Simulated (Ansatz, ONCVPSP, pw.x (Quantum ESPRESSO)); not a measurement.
Ga (Z = 31): one change to the ONCV potential, in the atom and in the bcc crystal

ONCVPSP 4.0.1.1 (patched build) input, shortened (lines: element, Z, core and valence counts, functional; n l f; lmax; l rc ep ncon nbas qcut; lloc lpopt rc5 dvloc0; l nproj debl; icmod fcfact rcfact), PBEsol, scalar-relativistic:

```
  Ga 31.00    6    2  -116133      upf
    1    0    2.00
    2    0    2.00
    2    1    6.00
    3    0    2.00
    3    1    6.00
    3    2   10.00
    4    0    2.00
    4    1    0.50
    2
    0    1.50    0.00    4    7    4.60
    1    2.65    0.00    3    6    3.40
    2    2.30    0.23    4    7    4.10
    0    5    1.50    0.00
    0    0    3.60
    1    2    2.30
    2    2    3.50
    0    0.00    0.00
```

Change: reference 4s1 4p2.

Cutoffs, loose and tight: the cutoffs (Ha) at which the residual kinetic energy of the hardest occupied pseudo-wave falls to 1 and 0.1 mHa per electron. They do not see the model core or the augmentation charge, which bear on the density cutoff. Test errors are all-electron minus pseudo excitation energies from the reference, over the configurations 4s2 4p1; 4s2 4p0; 4s1 4p0; 4s0 4p3; variants that change the core or the reference have their own tests.

Crystal test: bcc Ga in pw.x 7.5, no spin, 14³ k-points, Fermi–Dirac smearing 0.01 Ry, cutoffs set for each file from its atomic test. The reference is all-electron LAPW (Ansatz 0.2.0) with the same functional, mesh and smearing; V0 and B0 come from Birch–Murnaghan fits to the pressures at five volumes. Errors are pseudo minus all-electron; Δ is the rms difference of the E(V) curves that follow from these fits, minima aligned, over ±6 % about the mean V0. Mesh and smearing are coarse, so the numbers serve the comparison and aren't converged zero-temperature values; the lattice is a test structure that the element need not adopt.

All-electron: a0 = 3.298 Å (V0 = 17.94 Å³/atom), B0 = 59.1 GPa.

Does the change bring the crystal closer to the all-electron result?

The mean pressure error goes from -2.25 to -0.42 GPa, so the change moves the solid closer to the all-electron pressures.

```
                       quantity       base    changed
                 outcome (atom)  generated  generated
           cutoff, loose (atom)     7.9 Ha     7.9 Ha
           cutoff, tight (atom)      50 Ha      50 Ha
            bound ghosts (atom)       none       none
largest test error (meV) (atom)        +91        -33
           cutoffs in pw.x (Ry)    115/460    115/460
                         a0 (Å)      3.256      3.290
                   a0 error (%)      -1.29      -0.26
                   B0 error (%)      +10.1       -2.3
                   Δ (meV/atom)        9.3        1.8
      mean pressure error (GPa)      -2.25      -0.42
```

Base: This is a poor potential for the solid. The cutoffs count occupied waves only; projector 2 of the d channel, the hardest unoccupied one, needs 44 Ha at the loose tolerance. Changed file: The cutoffs count occupied waves only; projector 2 of the d channel, the hardest unoccupied one, needs 45 Ha at the loose tolerance.
